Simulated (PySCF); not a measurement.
# A diatomic session: BS+

What are the lowest state that PBE0 finds, the bond length, vibrational wavenumber and bond energy of BS+, and how much do these hang on the method?

Method: B STO-3G, S STO-3G, no relativity; program: PySCF 2.14.0.

### 1 Input

A driver script around PySCF takes these settings:

* atoms: B, S
* charge: 1
* basis: B STO-3G, S STO-3G
* Hamiltonian: no relativity
* basis functions: 14
* electrons treated: 20
* masses in u: 11.0093, 31.9721
* levels: PBE0, PBE, r²SCAN, MN15, PW91, TPSS, HSE06, HF, MP2, SCS-MP2, CCSD, CCSD(T)
* grid: 80 radial by 434 angular points
* occupations: held fixed by the projection of orbital angular momentum
* dissociation limit: B+ + S, each in its ground configuration
* starting distance in angstrom: 1.900
* values of 2S to try: 0, 2

Run with:

```console
OMP_NUM_THREADS=1 python dia.py task.json out
```

The runs that follow: PBE0 along the bond; Excited determinants; PBE (GGA); r²SCAN; MN15 (hybrid meta-GGA); PW91; TPSS; HSE06 (range-separated hybrid); UHF; MP2 and coupled cluster.

What does the calculation give? Wanted: for each run, Re; ωe; De; μ.

The runs gave:

Lowest PBE0 solution found, without spin–orbit coupling: ³Π (triplet), unpaired electrons σ ↑, π ↑. State 2 has its PBE0 minimum 0.16 eV higher, as a spin-mixed determinant (⟨S²⟩ = 1.04), so this is no gap between pure states. State 3 has its PBE0 minimum 0.31 eV higher. The other levels ran on the lowest alone.

| level | Re (Å) | ωe (cm⁻¹) | De (eV) | μ (D) |
| --- | --- | --- | --- | --- |
| UHF | 1.699 | 1082 | 3.43 | -3.09 |
| UHF-MP2 | 1.703 | 1156 | n/a | n/a |
| UHF-SCS-MP2 | 1.706 | 1128 | 3.86 | n/a |
| UHF-CCSD | 1.720 | 1046 | n/a | n/a |
| UHF-CCSD(T) | 1.730 | 1032 | n/a | n/a |
| PBE | 1.731 | 1035 | 5.65 | -2.13 |
| PW91 | 1.732 | 1033 | 5.65 | -2.14 |
| TPSS | 1.731 | 1029 | 5.36 | -2.21 |
| r²SCAN | 1.720 | 1068 | 5.51 | -2.31 |
| PBE0 | 1.715 | 1074 | 5.12 | -2.37 |
| HSE06 | 1.716 | 1071 | 5.12 | -2.36 |
| MN15 | 1.710 | 1084 | 4.77 | -2.56 |

De is counted to B+ + S in their ground configurations. A positive dipole points from B to S; in an ion it is taken about the centre of mass and does not tell which atom is negative.

**Reading.** Bond lengths run from 1.699 Å (UHF) to 1.732 Å (PW91). Among the levels with a De in the table, it runs from 3.43 eV (UHF) to 5.65 eV (PBE).

Correlated steps freeze 6 core orbitals. The basis is very small, so these numbers show the basis as much as the molecule. T1 is 0.040 near the minimum (highest on the curve 0.063), which may point to more than one leading configuration.
